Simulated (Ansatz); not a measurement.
in.yaml

```yaml
crystal:
  periodic: [false, false, false]
  atoms:
    - {symbol: Si, position_ang: [0.000000, 0.000000, 0.000000]}
    - {symbol: P, position_ang: [0.000000, 0.000000, 2.233000]}
basis:
  gaussian: {orbitals: cc-pVDZ}
total_charge: 1
magnetization: {spin_polarized: false}
hamiltonian: {xc: {name: PBE}, pseudopotentials: {relativity: none}}
correlation: {method: bccd, electrons: valence, diis_vectors: 4}
scf: {lower_state_search: off}
output: {forces: true}
```

```sh
$ ansatz run in.yaml --threads 1 --pin off --events-out ev --progress --plain --max-ram 2393MiB
```

The program prints:

```
these checks for a lower state are left out or cut short: starts, cluster_reference, orbital_swaps, neighbouring_geometries, increment
377 factors; integrals over basis functions are off by at most 1.1e-3 eV
mean field evaluation 1: about -17135.3441 eV, gradient 4.5e1 eV
mean field evaluation 2: about -17135.3430 eV, gradient 4.5e1 eV
mean field evaluation 4: about -17141.6955 eV, gradient 2.8e1 eV
mean field evaluation 8: about -17145.6734 eV, gradient 2.6e0 eV
mean field evaluation 16: about -17145.7038 eV, gradient 2.4e-5 eV
mean field -17145.70376955 eV, -630.0929917556 hartree, gradient 2.3e-6 eV, S^2 0.000000; 0 other end points of the search recorded, 0 dependent functions left out; unrestricted orbitals would lower it
10 core orbitals not correlated: weight in the atoms' cores, before any rotation towards them, 1.000 or more for the frozen orbitals, at most 0.000 for the correlated occupied ones
reference -17122.81723611 eV, -629.2519271647 hartree; 4, 4 occupied and 22, 22 virtual orbitals, 377 factors
second order -4.32614246 eV of doubles, -0.25021034 eV of singles
cycle   1  -5.00443082 eV  change   -4.4e-1 eV  update   9.5e-2
cycle   2  -5.22479388 eV  change   -2.2e-1 eV  update   4.3e-2
cycle   3  -5.36280253 eV  change   -1.4e-1 eV  update   2.5e-2
cycle   4  -5.37302475 eV  change   -1.0e-2 eV  update   1.2e-2
cycle   5  -5.38076466 eV  change   -7.7e-3 eV  update   7.8e-3
...
cycle  20  -5.38508522 eV  change   -1.1e-6 eV  update   5.4e-6
cycle  21  -5.38508686 eV  change   -1.6e-6 eV  update   3.8e-6
cycle  22  -5.38508492 eV  change    1.9e-6 eV  update   2.6e-6
cycle  23  -5.38508543 eV  change   -5.1e-7 eV  update   1.7e-6
cycle  24  -5.38508546 eV  change   -3.5e-8 eV  update   9.7e-7
cycle  25  -5.38508577 eV  change   -3.1e-7 eV  update   5.9e-7
cycle  26  -5.38508619 eV  change   -4.2e-7 eV  update   3.9e-7
cycle  27  -5.38508640 eV  change   -2.1e-7 eV  update   2.7e-7
cycle  28  -5.38508637 eV  change    3.0e-8 eV  update   1.5e-7
cycle  29  -5.38508638 eV  change   -1.2e-9 eV  update   1.1e-7
the calculation of the forces begins
Total energy: -17128.20232249 eV, -629.4498254388 hartree
Atom 0 at     0.000000     0.000000     0.000000 Å, force    -0.000000    -0.000000    -0.303652 eV/Å
Atom 1 at     0.000000     0.000000     2.233000 Å, force    -0.000000     0.000000     0.303652 eV/Å
Dipole moment:     0.000000    -0.000000    -0.243112 e Å
Checks for a lower state left out: starts, cluster_reference, orbital_swaps, neighbouring_geometries, increment
```

Forces (eV/Å):
```
Si   0.000  0.000 -0.304
P    0.000  0.000  0.304
```

Ran on 1 thread of Arm Neoverse V2, shared host: 1.4 s wall, 0.09 GiB peak host memory.
